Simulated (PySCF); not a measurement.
## BF₂⁺ + 2 HF → BH₂⁺ + 2 F₂

Level: PBE0 in the def2-TZVP basis family, all electrons, no relativity, computed in PySCF with density fitting; open shells unrestricted.

```csv
species,state and structure,E (Eh),ZPE (kJ/mol),H(298 K) − H(0) (kJ/mol),S° (J/(mol K))
BF₂⁺,"singlet, D∞h, B–F 1.226 Å (×2)",-224.12642,24.2,10.1,221.3
HF,"singlet, C∞v, H–F 0.920 Å",-100.39188,24.9,8.7,173.6
BH₂⁺,"singlet, D∞h, B–H 1.179 Å (×2)",-25.58762,45.4,8.9,173.7
F₂,"singlet, D∞h, F–F 1.376 Å",-199.40856,6.6,8.7,201.9
```

(1) What is the electronic reaction energy?

(2) Add zero-point, thermal and entropy terms for 298.15 K and 1 bar.

Results:

(1) At PBE0/def2-TZVP, ΔE = 1327.0 kJ/mol from the differences of the total energies times 2625.5, uphill. 

(2) ΔZPE = -15.4 and Δ[H(298) − H(0)] = -1.2 kJ/mol give ΔH° = 1310.4 kJ/mol. ΔS° = 9.0 J/(mol K), so ΔG° = 1310.4 − 298.15 × (0.0090) = 1308 kJ/mol.

Only the bonding shown was studied: isomers, or loss of a ligand pair, can lie lower.
